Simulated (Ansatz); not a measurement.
# [SiH3]− (SMILES [SiH3-]) at 6 levels

Wanted: a comparison of 6 runs (UHF/3-21G, PBE/3-21G, wB97M-V/6-31G, CCSDT/6-31G, CCSD/3-21G, CCSD(T)/6-31G) of [SiH3]−. 

Program for the calculation: Ansatz 0.2.0.

2 further runs of the same task are left out: 2 set aside as unsound or not needed.

### Step 1. The molecule

[SiH3]−: 4 atoms, total charge -1, spin state singlet. SMILES: `[SiH3-]`. The H2–Si1 distance was set to 2.318 Å, away from the relaxed value. At this shape a bond of the SMILES string is far longer than usual.

Bond lengths: Si1–H3 1.546 Å, Si1–H4 1.546 Å. Angles: H3–Si1–H4 94.1°. A long bond or contact: Si1–H2 2.318 Å.

### Step 2. The energy at UHF/3-21G (run 1)

run.yaml

```yaml
crystal:
  periodic: [false, false, false]
  atoms:
    - {symbol: Si, position_ang: [0.596248, -0.387188, -0.994276]}
    - {symbol: H, position_ang: [0.426600, 0.622300, 1.085900]}
    - {symbol: H, position_ang: [-0.241952, -1.620188, -0.586576]}
    - {symbol: H, position_ang: [-0.611252, 0.375712, -1.585176]}
basis:
  gaussian:
    orbitals: 3-21G.json
total_charge: -1
magnetization:
  spin_polarized: true
  initial_magnetization: 0
hamiltonian:
  xc: hf
accuracy: high
```

The basis set 3-21G is read from a file made from the Basis Set Exchange's data (not shown).

The run is started by

```console
ansatz run run.yaml --threads 1 --pin off --max-ram 2610MiB --events-out events.jsonl --progress --plain --runs-dir runs
```

The log of the run:

```text
Warning: RAYON_NUM_THREADS=1 ignored (pool sized by the plan → 1); use --threads N
Functional definition: HF
  name "HF"
  exchange = exact_x
  correlation = 0
374 factors; integrals over basis functions are off by at most 4.3e-9 eV
mean field evaluation 1: about -7864.4387 eV, gradient 6.4e0 eV
mean field evaluation 2: about -7864.4384 eV, gradient 6.4e0 eV
mean field evaluation 4: about -7864.9263 eV, gradient 4.9e-1 eV
mean field evaluation 8: about -7864.9318 eV, gradient 8.5e-7 eV
mean field evaluation 16: about -7864.9493 eV, gradient 1.0e-2 eV
mean field evaluation 32: about -7864.8858 eV, gradient 7.4e-1 eV
mean field evaluation 64: about -7864.9318 eV, gradient 1.8e-8 eV
mean field -7864.94916339 eV, -289.0315507005 hartree, gradient 1.4e-8 eV, S^2 0.169567; 2 other end points of the search recorded, 0 dependent functions left out
reference -7864.94916339 eV, -289.0315507005 hartree; 9, 9 occupied and 10, 10 virtual orbitals, 374 factors
Total energy: -7864.94916339 eV, -289.0315507005 hartree
```

Wall time 0.14 s (1 thread of Intel Xeon Platinum 8488C (Sapphire Rapids), shared host).

### Step 3. A single-point energy at PBE/3-21G (run 2)

molecule.yaml

```yaml
crystal:
  periodic: [false, false, false]
  atoms:
    - {symbol: Si, position_ang: [0.596248, -0.387188, -0.994276]}
    - {symbol: H, position_ang: [0.426600, 0.622300, 1.085900]}
    - {symbol: H, position_ang: [-0.241952, -1.620188, -0.586576]}
    - {symbol: H, position_ang: [-0.611252, 0.375712, -1.585176]}
basis:
  gaussian:
    orbitals: 3-21G.json
total_charge: -1
hamiltonian:
  xc: {name: PBE}
accuracy: high
```

The basis set 3-21G is read from a file made from the Basis Set Exchange's data (not shown).

The run is started by

```console
ansatz run molecule.yaml --threads 1 --pin off --max-ram 2610MiB --events-out events.jsonl --progress --plain --runs-dir runs
```

The log of the run:

```text
Warning: RAYON_NUM_THREADS=1 ignored (pool sized by the plan → 1); use --threads N
Functional definition: PBE
  name "PBE"
  parameter kappa = 0.804
  parameter beta = 0.06672455060314922
  exchange = pbe_x(kappa = kappa, mu = beta*pi^2/3)
  correlation = pbe_c(beta = beta)
374 factors; integrals over basis functions are off by at most 4.3e-9 eV
mean field evaluation 1: about -7877.2196 eV, gradient 1.1e1 eV
mean field evaluation 2: about -7873.8405 eV, gradient 2.4e1 eV
mean field evaluation 4: about -7877.9241 eV, gradient 7.3e-1 eV
mean field evaluation 8: about -7877.9206 eV, gradient 1.7e-3 eV
mean field evaluation 16: about -7877.9206 eV, gradient 7.5e-9 eV
mean field -7877.92061246 eV, -289.5082426614 hartree, gradient 3.2e-8 eV, S^2 0.000000; 0 other end points of the search recorded, 0 dependent functions left out
reference -7877.92061476 eV, -289.5082427460 hartree; 9, 9 occupied and 10, 10 virtual orbitals, 374 factors
Total energy: -7877.92061476 eV, -289.5082427460 hartree
```

It took 0.44 s on 1 thread of Intel Xeon Platinum 8488C (Sapphire Rapids), shared host.

Run 3 isn't shown in full; the table further down has it.

### Step 4. The energy at CCSDT/6-31G (run 4)

job.yaml

```yaml
crystal:
  periodic: [false, false, false]
  atoms:
    - {symbol: Si, position_ang: [0.596248, -0.387188, -0.994276]}
    - {symbol: H, position_ang: [0.426600, 0.622300, 1.085900]}
    - {symbol: H, position_ang: [-0.241952, -1.620188, -0.586576]}
    - {symbol: H, position_ang: [-0.611252, 0.375712, -1.585176]}
basis:
  gaussian:
    orbitals: 6-31G
total_charge: -1
correlation:
  method: ccsdt
  frozen_orbitals: {H: 0, Si: 5}
accuracy: high
scf:
  omitted_lower_state_checks: [cluster_reference, increment]
```

The run is started by

```console
ansatz run job.yaml --threads 1 --pin off --max-ram 2610MiB --events-out events.jsonl --progress --plain --runs-dir runs
```

The log of the run, shortened:

```text
Warning: RAYON_NUM_THREADS=1 ignored (pool sized by the plan → 1); use --threads N
[... 2 set-up lines as earlier in the session ...]
[...]
409 factors; integrals over basis functions are off by at most 3.5e-9 eV
[...]
mean field -7905.54320026 eV, -290.5233540399 hartree, gradient 7.9e-9 eV, S^2 0.000000; 0 other end points of the search recorded, 0 dependent functions left out; unrestricted orbitals would lower it
5 core orbitals not correlated: weight in the atoms' cores, before any rotation towards them, 1.000 or more for the frozen orbitals, at most 0.000 for the correlated occupied ones
reference -7905.54320026 eV, -290.5233540399 hartree; 4, 4 occupied and 10, 10 virtual orbitals, 409 factors
second order -1.69085462 eV of doubles, -0.00000000 eV of singles
cycle   1  -2.13894284 eV  change   -4.5e-1 eV  update   7.7e-2
[...]
cycle  23  -2.50119276 eV  change   2.6e-10 eV  update  2.7e-10
Total energy: -7908.04439302 eV, -290.6152711783 hartree
Checks for a lower state left out: cluster_reference, increment
```

Run time: 0.3 s. Hardware: 1 thread of Intel Xeon Platinum 8488C (Sapphire Rapids), shared host.

Run 5 isn't shown in full; the table further down has it.

### Step 5. A single-point energy at CCSD(T)/6-31G (run 6)

Changes to job.yaml since step 4:

```diff
@@ -8,10 +8,6 @@
 basis:
-  gaussian:
-    orbitals: 6-31G
+  gaussian: {orbitals: 6-31G}
 total_charge: -1
-correlation:
-  method: ccsdt
-  frozen_orbitals: {H: 0, Si: 5}
+correlation: {method: ccsd_t, frozen_orbitals: {H: 0, Si: 5}}
 accuracy: high
-scf:
-  omitted_lower_state_checks: [cluster_reference, increment]
+scf: {omitted_lower_state_checks: [cluster_reference, increment]}
```

The run is started by

```console
ansatz run job.yaml --threads 1 --pin off --max-ram 2610MiB --events-out events.jsonl --progress --plain --runs-dir runs
```

The log of the run, shortened:

```text
Warning: RAYON_NUM_THREADS=1 ignored (pool sized by the plan → 1); use --threads N
[... 2 set-up lines as earlier in the session ...]
[...]
409 factors; integrals over basis functions are off by at most 3.5e-9 eV
[...]
mean field -7905.54320026 eV, -290.5233540399 hartree, gradient 7.9e-9 eV, S^2 0.000000; 0 other end points of the search recorded, 0 dependent functions left out; unrestricted orbitals would lower it
5 core orbitals not correlated: weight in the atoms' cores, before any rotation towards them, 1.000 or more for the frozen orbitals, at most 0.000 for the correlated occupied ones
reference -7905.54320026 eV, -290.5233540399 hartree; 4, 4 occupied and 10, 10 virtual orbitals, 409 factors
second order -1.69085462 eV of doubles, -0.00000000 eV of singles
cycle   1  -2.13894302 eV  change   -4.5e-1 eV  update   7.5e-2
[...]
cycle  21  -2.44759743 eV  change  -2.9e-10 eV  update  3.0e-10
perturbative correction -0.04104381 eV, -0.0015083323 hartree
Total energy: -7908.03184151 eV, -290.6148099189 hartree
Checks for a lower state left out: cluster_reference, increment
```

It took 0.2 s on 1 thread of Intel Xeon Platinum 8488C (Sapphire Rapids), shared host.

### Step 6. The series

```
run          level  frozen core orbitals  energy (Eh)  wall time
  1      UHF/3-21G                     –  -289.031551     0.14 s
  2      PBE/3-21G                     –  -289.508243     0.44 s
  3  wB97M-V/6-31G                     –  -291.135310      5.1 s
  4    CCSDT/6-31G                     5  -290.615271      0.3 s
  5     CCSD/3-21G                     5  -289.121443     0.14 s
  6  CCSD(T)/6-31G                     5  -290.614810      0.2 s
```

### Step 7. Results

```
                                          quantity          value
                               run 6: total energy  -290.61481 Eh
run 6: correlation energy (5 core orbitals frozen)      -91.5 mEh
                             run 6: (T) correction      -1.51 mEh
                              run 6: T1 diagnostic          0.024
```

In words: Totals of different functionals can't be ranked against each other. In runs 4, 5, 6 the log says that unrestricted orbitals would lower the reference, so the values rest on an unstable closed-shell determinant (other closed-shell runs at this shape may share the fault). Spin contamination of the reference: run 1 ⟨S²⟩ = 0.17. All runs together took 6.3 s, the longest 5.1 s.
